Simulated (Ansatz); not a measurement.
# C₃H₂ClF: how energies converge with the basis set

How large a basis does C₃H₂ClF need? Two functionals are run in growing sets.

Method: one geometry, several basis sets; program: Ansatz 0.2.0, Gaussian basis.

The runs, in order: PBE0-D4/def2-SVP; ωB97M-V/def2-SVP; PBE0-D4/def2-QZVPP; ωB97M-V/def2-QZVPP; the functionals' def2-TZVPP values are taken from earlier runs.

### Step 1. The geometry

An earlier PBE0-D4 in a triple-zeta def2 set relaxation fixed the geometry.

SMILES `FC1=CC1Cl`, 7 atoms, charge 0, spin multiplicity 1.

Atoms are counted from 1 here; the program's logs count them from 0.

Bond lengths: F1–C2 1.299 Å, C2–C3 1.288 Å, C2–C4 1.439 Å, C3–C4 1.503 Å, C3–H6 1.075 Å, C4–Cl5 1.797 Å, C4–H7 1.086 Å. Angles: F1–C2–C3 149.0°, F1–C2–C4 144.3°, C3–C2–C4 66.6°, C2–C3–C4 61.5°, C2–C3–H6 154.3°, C4–C3–H6 144.1°, C2–C4–C3 51.9°, C2–C4–Cl5 120.4°, C2–C4–H7 124.6°, C3–C4–Cl5 119.9°, C3–C4–H7 122.9°, Cl5–C4–H7 107.9°.

### Step 2. PBE0-D4 in def2-SVP

in.yaml reads:

```yaml
crystal:
  periodic: [false, false, false]
  atoms:
    - {symbol: F, position_ang: [0.415953, -2.094463, -0.334423]}
    - {symbol: C, position_ang: [0.254769, -0.851449, 0.006887]}
    - {symbol: C, position_ang: [0.154652, 0.033261, 0.937234]}
    - {symbol: C, position_ang: [0.000685, 0.474118, -0.491641]}
    - {symbol: Cl, position_ang: [-1.623553, 0.912028, -1.122889]}
    - {symbol: H, position_ang: [0.123879, 0.365720, 1.959336]}
    - {symbol: H, position_ang: [0.734815, 1.092786, -1.000205]}
basis:
  gaussian: {orbitals: def2-SVP}
hamiltonian: {xc: pbe0, dispersion: d4}
output: {orbitals: {seedname: orbitals}}
```

Launch:

```console
$ ansatz run in.yaml --threads 2 --pin off --events-out ev --progress --plain --max-ram 4352MiB
```

After this run come: ωB97M-V in def2-SVP; PBE0-D4 in def2-QZVPP; ωB97M-V in def2-QZVPP.

**Question.** What will the summary of the whole plan be? Wanted: PBE0-D4: double and triple zeta above quadruple; ωB97M-V: double and triple zeta above quadruple.

The runs gave:

```
                                       quantity           value
PBE0-D4: double and triple zeta above quadruple  11.75, 0.68 eV
ωB97M-V: double and triple zeta above quadruple  11.87, 0.64 eV
```

PBE0-D4 gains 11.08 eV from double to triple zeta, then 0.68 eV more. Total energies overstate the basis error of differences, where much of it tends to cancel. The LUMO of ωB97M-V is positive and keeps falling with the basis (2.38 to 1.81 eV): an unbound level that the basis holds in place.
